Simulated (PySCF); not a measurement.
phosphine (H3P), SMILES P. Heavy atoms are numbered as in [PH3:1]. Hydrogens are named by the atom that carries them.

Coordinates come from a PBE0-D3(BJ)/def2-TZVPD optimisation.

Method: PBE0/pcSseg-2 (PySCF).

GIAO shieldings, no solvent; atoms alike by connectivity are averaged. δ = σ(ref) − σ: ³¹P against PH3 (σ = 579.7 ppm); ¹H against TMS (σ = 31.54 ppm), references at their B3LYP-D3(BJ)/def2-TZVP geometries, non-relativistic.

Computed chemical shifts:
```json
[
 {"nucleus": "³¹P", "atoms": "P1 (PH3)", "count": "1", "δ (ppm)": "-1.2"},
 {"nucleus": "¹H", "atoms": "H on P1", "count": "3", "δ (ppm)": "2.15"}
]
```
